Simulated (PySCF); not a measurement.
Compound: CH3 (charge -1).
Numbering: `[CH3-:1]` (hydrogens: H2, H3, H4 on C1)

A GFN2-xTB structure was refined with PBE0-D3(BJ)/def2-SVP geometry optimisation, gas phase (PySCF). Its GFN2-xTB values:

| coordinate | GFN2-xTB |
| --- | --- |
| C1–H2 | 1.146 Å |
| H2–C1–H3 | 101.8° |

Question: How do these coordinates change at the PBE0-D3(BJ)/def2-SVP level?

Answer: 
```json
{"coordinate": "C1–H2", "PBE0-D3(BJ)/def2-SVP (Å or °)": "1.135", "change": "-0.011"}
{"coordinate": "H2–C1–H3", "PBE0-D3(BJ)/def2-SVP (Å or °)": "99.6", "change": "-2.2"}
```

The energy falls by 0.33 kcal/mol over 4 energy and gradient evaluations, the largest force component goes from 0.0078 to 1.3e-05 Eh/bohr, and the atoms move by 0.025 Å rms after alignment. Among the bonds, C1–H2, C1–H3 and C1–H4 change most and about equally (-0.011 Å). Bonds longer at the end by more than 0.005 Å: 0 of 3; shorter: 3. Rotational constants go from 227755, 227711, 158512 to 228961, 228959, 166616 MHz.

The run used 29 basis functions and 23 SCF cycles in all. Hardware: an Arm Neoverse V1 with one thread, no GPU, shared host. Cost: 1.1 s wall, 0.23 GiB resident at most.

Stationary, but not proved a minimum. The geometry's basis has no diffuse functions, a weakness for an anion.
